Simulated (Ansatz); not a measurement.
## Body-centred tetragonal In

Computed with rVV10 (Ansatz, a program for electronic structure, plane waves, PAW).

Numerical settings: plane-wave cutoff 520 eV, 24×24×24 k mesh, Fermi–Dirac smearing 0.05 eV, scalar-relativistic PAW data made under PBE.

Cell: relaxed at this level.

```yaml
equilibrium_volume_per_atom: 28.11 Å³/atom
bulk modulus B0: 33.6 GPa
lattice_constant_a: 3.331 Å
c axis length: 5.067 Å
band_gap: zero (no gap)
pressure derivative B′ of the bulk modulus: 5.5
```

Measured, for comparison: bulk modulus 44.7 GPa (copied from a table, unchecked, extrapolated to 0 K and zero-point effects removed; as tabulated in Lejaeghere et al. (2013), arXiv:1204.2733); lattice constant a 3.252 Å, lattice parameter c 4.947 Å (293 K, no zero-point or thermal correction; as tabulated in Wikipedia's data pages). Computed (rounded) less measured: bulk modulus not scored (unchecked), lattice constant a +2.4 %, lattice parameter c +2.4 %.

Note: the bulk modulus comes from volumes at which shape and atoms were relaxed.

Spin–orbit coupling is not included.

Static lattice: no zero-point or thermal effects.
